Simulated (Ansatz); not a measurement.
# Gd (Gd, hcp): the cost of one run

Method: DFT LDA, plane waves with PAW, scalar-relativistic, in Ansatz 0.2.0.

### Step 1. Starting point

It takes space group P6_3/mmc (No. 194, hexagonal). Conventional cell: a = 3.484 Å, b = 3.484 Å, c = 5.587 Å, α = 90.00°, β = 90.00°, γ = 120.00°. Around Gd (site symmetry -6m2) lie 12 Gd at 3.44 to 3.48 Å.

Structure file:

```cif
data_structure
_symmetry_space_group_name_H-M 'P6_3/mmc'
_symmetry_Int_Tables_number 194
_cell_length_a 3.4842
_cell_length_b 3.4842
_cell_length_c 5.5867
_cell_angle_alpha 90.000
_cell_angle_beta 90.000
_cell_angle_gamma 120.000
_cell_volume 58.73
loop_
_atom_site_label
_atom_site_type_symbol
_atom_site_symmetry_multiplicity
_atom_site_Wyckoff_symbol
_atom_site_fract_x
_atom_site_fract_y
_atom_site_fract_z
_atom_site_occupancy
Gd1 Gd 2 c 0.33333 0.66667 0.25000 1
```

Starting moments (μB): +7.21 ×2.

### Step 2. With a width of 0.01 eV

The run at 0.01 eV.

input.yaml reads:

```yaml
crystal:
  lattice:
    - [3.484153664, 0.0, 0.0]
    - [-1.742076832, 3.0173655837, 0.0]
    - [0.0, 0.0, 5.5867162136]
  atoms:
    - { symbol: Gd, position: [0.3333333333, 0.6666666667, 0.25], spin: 7.214 }
    - { symbol: Gd, position: [0.6666666667, 0.3333333333, 0.75], spin: 7.214 }
hamiltonian:
  xc: lda
  pseudopotentials:
    kind: paw
    azcp:
      Gd: "pseudopotentials/Gd.paw.azcp"
basis:
  ecutwfc: 420
  fft_grid_basis: typed
kpoints:
  mp_grid: { grid: [10, 10, 6], shift: [0, 0, 0] }
magnetization:
  spin_polarized: true
scf:
  occupations: { method: fermi_dirac, width: 0.01 }
  lower_state_search: "off"
output:
  stress: true
  write_density: true
  write_potential: true
  elf: true
  volumetric_format: npy
```

The run is started by

```console
$ ansatz run input.yaml --threads 2 --pin off --max-ram 5120MiB --backend cpu --events-out ev --progress --plain --runs-dir out
```

What time and memory should one allow on 2 threads of Arm Neoverse V1, shared host?

About 14 s, with a peak of 0.4 GiB.
